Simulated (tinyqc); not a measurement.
RHF in the sto-3g basis, for HF, spin multiplicity 1, step by step. One step of it, computed by the program tinyqc.

Question. Iteration 4: building the Fock matrix. J_ij = sum D_kl (ij|kl), K_ij = sum D_kl (ik|jl); F = H + J - 0.5 K; E = tr D H + tr D J / 2 - 0.25 tr D K + E_nn.

D after iteration 3:
```
            1F 1s      1F 2s    1F 2px    1F 2py     1F 2pz      2H 1s
1F 1s    2.118068  -0.498897  0.000000  0.000000   0.066942   0.003076
1F 2s   -0.498897   2.128874  0.000000  0.000000  -0.359079  -0.139053
1F 2px   0.000000   0.000000  2.000000  0.000000   0.000000   0.000000
1F 2py   0.000000   0.000000  0.000000  2.000000   0.000000   0.000000
1F 2pz   0.066942  -0.359079  0.000000  0.000000   0.950292   0.797687
2H 1s    0.003076  -0.139053  0.000000  0.000000   0.797687   0.682921
```

core Hamiltonian H = T + V (hartree):
```
             1F 1s       1F 2s     1F 2px     1F 2py     1F 2pz      2H 1s
1F 1s   -40.505636   -9.504052   0.000000   0.000000  -0.010445  -1.282392
1F 2s    -9.504052  -10.982972   0.000000   0.000000  -0.128958  -2.918003
1F 2px    0.000000    0.000000  -8.655801   0.000000   0.000000   0.000000
1F 2py    0.000000    0.000000   0.000000  -8.655801   0.000000   0.000000
1F 2pz   -0.010445   -0.128958   0.000000   0.000000  -8.729258  -2.025250
2H 1s    -1.282392   -2.918003   0.000000   0.000000  -2.025250  -4.702959
```

Two-electron integrals (ij|kl) in chemists' order, unique and non-zero (hartree):
```
(11|11) 5.403501   (21|11) 0.841920   (21|21) 0.156299   (22|11) 1.268028
(22|21) 0.292344   (22|22) 0.926167   (31|31) 0.027998   (32|31) 0.043169
(32|32) 0.204588   (33|11) 1.264502   (33|21) 0.292403   (33|22) 0.925959
(33|33) 0.997514   (41|41) 0.027998   (42|41) 0.043169   (42|42) 0.204588
(43|43) 0.053770   (44|11) 1.264502   (44|21) 0.292403   (44|22) 0.925959
(44|33) 0.889973   (44|44) 0.997514   (51|51) 0.027998   (52|51) 0.043169
(52|52) 0.204588   (53|53) 0.053770   (54|54) 0.053770   (55|11) 1.264502
(55|21) 0.292403   (55|22) 0.925959   (55|33) 0.889973   (55|44) 0.889973
(55|55) 0.997514   (61|11) 0.114116   (61|21) 0.021016   (61|22) 0.039090
(61|33) 0.039030   (61|44) 0.039030   (61|51) 0.000858   (61|52) 0.001614
(61|55) 0.039218   (61|61) 0.002855   (62|11) 0.300161   (62|21) 0.070180
(62|22) 0.249375   (62|33) 0.245662   (62|44) 0.245662   (62|51) 0.004787
(62|52) 0.037948   (62|55) 0.256556   (62|61) 0.009583   (62|62) 0.083890
(63|31) 0.007211   (63|32) 0.043242   (63|53) 0.007911   (63|63) 0.012213
(64|41) 0.007211   (64|42) 0.043242   (64|54) 0.007911   (64|64) 0.012213
(65|11) 0.208966   (65|21) 0.049469   (65|22) 0.188154   (65|33) 0.180206
(65|44) 0.180206   (65|51) 0.010155   (65|52) 0.070270   (65|55) 0.203834
(65|61) 0.007026   (65|62) 0.077692   (65|65) 0.083647   (66|11) 0.470419
(66|21) 0.111778   (66|22) 0.458845   (66|33) 0.443678   (66|44) 0.443678
(66|51) 0.009186   (66|52) 0.103506   (66|55) 0.488688   (66|61) 0.015345
(66|62) 0.201716   (66|65) 0.217358   (66|66) 0.774606
```

nuclear repulsion = 4.32569927 hartree

Give: Coulomb J; exchange K; Fock matrix F; total energy of this density.

Answer.

Coulomb J (hartree):
```
          1F 1s   1F 2s  1F 2px  1F 2py   1F 2pz   2H 1s
1F 1s   20.1359  3.8330  0.0000  0.0000  -0.0061  0.5153
1F 2s    3.8330  9.4940  0.0000  0.0000   0.0311  2.5349
1F 2px   0.0000  0.0000  9.5009  0.0000   0.0000  0.0000
1F 2py   0.0000  0.0000  0.0000  9.5009   0.0000  0.0000
1F 2pz  -0.0061  0.0311  0.0000  0.0000   9.4534  1.9195
2H 1s    0.5153  2.5349  0.0000  0.0000   1.9195  4.8474
```

exchange K (hartree):
```
          1F 1s    1F 2s  1F 2px  1F 2py   1F 2pz   2H 1s
1F 1s   11.0744   1.9062  0.0000  0.0000   0.0038  0.2719
1F 2s    1.9062   3.0727  0.0000  0.0000  -0.1010  0.8901
1F 2px   0.0000   0.0000  2.6144  0.0000   0.0000  0.0000
1F 2py   0.0000   0.0000  0.0000  2.6144   0.0000  0.0000
1F 2pz   0.0038  -0.1010  0.0000  0.0000   1.9776  0.7705
2H 1s    0.2719   0.8901  0.0000  0.0000   0.7705  1.0683
```

Fock matrix F (hartree):
```
           1F 1s    1F 2s   1F 2px   1F 2py   1F 2pz    2H 1s
1F 1s   -25.9069  -6.6241   0.0000   0.0000  -0.0184  -0.9030
1F 2s    -6.6241  -3.0254   0.0000   0.0000  -0.0474  -0.8281
1F 2px    0.0000   0.0000  -0.4621   0.0000   0.0000   0.0000
1F 2py    0.0000   0.0000   0.0000  -0.4621   0.0000   0.0000
1F 2pz   -0.0184  -0.0474   0.0000   0.0000  -0.2646  -0.4910
2H 1s    -0.9030  -0.8281   0.0000   0.0000  -0.4910  -0.3897
```

total energy of this density = -98.551933 hartree
